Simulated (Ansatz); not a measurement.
We consider chalcopyrite CdGeAs₂, described by PBE+SOC (plane waves, PAW; Ansatz, a program for electronic structure).

Numerical settings: plane-wave cutoff 520 eV, 8×8×8 k mesh, Fermi–Dirac smearing 0.01 eV, PAW data made under PBE.

Cell (measured lattice):

```cif
data_As4Cd2Ge2
_chemical_formula_sum 'Cd2 Ge2 As4'
_space_group_name_H-M_alt 'P 1'
_space_group_IT_number 1
_cell_length_a 7.00928
_cell_length_b 7.00928
_cell_length_c 7.00928
_cell_angle_alpha 129.836
_cell_angle_beta 129.836
_cell_angle_gamma 73.669
loop_
_space_group_symop_operation_xyz
  'x, y, z'
loop_
_atom_site_label
_atom_site_type_symbol
_atom_site_fract_x
_atom_site_fract_y
_atom_site_fract_z
_atom_site_occupancy
Cd1 Cd 0.00000 0.00000 0.00000 1
Cd2 Cd 0.75000 0.25000 0.50000 1
Ge1 Ge 0.50000 0.50000 0.00000 1
Ge2 Ge 0.25000 0.75000 0.50000 1
As1 As 0.87500 0.84964 0.47464 1
As2 As 0.15036 0.62500 0.02536 1
As3 As 0.37500 0.40036 0.52536 1
As4 As 0.59964 0.12500 0.97464 1
```

Give the computed band gap, smallest direct gap on the k points sampled and direct gap at Γ.


- band gap: 0.02 eV (under three smearing widths, so not firm)
- smallest direct gap on the k points sampled: 0.10 eV
- direct gap at Γ: 0.19 eV

Measured, for comparison: band gap 0.57 eV (temperature not stated, not corrected to a static lattice, direct; as tabulated in Rashkeev et al. (1999), arXiv:cond-mat/9809378). Computed (rounded) less measured: band gap -0.55 eV.

Note: cell and atoms aren't relaxed at this level (largest force component 0.04 eV/Å, pressure 3.5 GPa).

Computed values are for the static lattice.
